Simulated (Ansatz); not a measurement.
## FH2SSi−: structure from calculated spectroscopic constants

These gas-phase data were calculated for one isomer of FH2SSi− at PBE0-D3(BJ)/def2-SVPD (harmonic, unscaled wavenumbers; equilibrium rotational constants with average atomic masses):

- rotational constants: 21.92, 3.854, 3.407 GHz
- all wavenumbers above 1500 cm⁻¹: 2124, 2093

Candidates:

(1) `F[SiH-]S`, a singlet
(2) `F[SiH2][S-]`, a singlet

Task: Which candidate do the data belong to?

Result: Candidate (2). No mode falls between 2500 and 2800 cm⁻¹, where the S–H stretch of (1) would stand.

The same quantities for all candidates:

```
     rotational constants (GHz)  wavenumbers above 1500 cm⁻¹  E above the lowest, PBE0-D3(BJ)/def2-SVPD (kcal/mol)
(1)         16.77, 3.706, 3.189                   2701, 1911                                                  30.8
(2)         21.92, 3.854, 3.407                   2124, 2093                                                   0.0
```

Harmonic stretches to hydrogen usually lie a few per cent above observed fundamentals. Each candidate is one conformer. Programs: Ansatz 0.2.0.
